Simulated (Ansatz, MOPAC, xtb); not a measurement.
## A ladder of methods for BNH3Cl (SMILES NBCl)

BNH3Cl, singlet, SMILES `NBCl`. Each level relaxes the structure for itself.

Quantity: the zero-point energy at each level's own minimum, in kJ/mol. The values are calculated.

```tsv
level	kind	program	value (kJ/mol)
AM1	semi-empirical	MOPAC	112.7
PM6-DH+	semi-empirical	MOPAC	99.1
PM7	semi-empirical	MOPAC	98.0
GFN1-xTB	semi-empirical	xtb	104.7
HF/STO-3G	Hartree–Fock	Ansatz	126.6
HF/3-21G	Hartree–Fock	Ansatz	115.6
HF/6-31G* (Cartesian functions)	Hartree–Fock	Ansatz	115.7
PBE/def2-SVP	GGA	Ansatz	105.1
PBE0-D4/def2-TZVP	global hybrid	Ansatz	108.7
B3LYP/6-31G* (Cartesian functions)	global hybrid	Ansatz	108.5
```

Harmonic and unscaled. The values span 98.0 to 126.6 kJ/mol. Without the sets that lack polarisation functions the rows with a basis span only 105.1 to 115.7 kJ/mol.
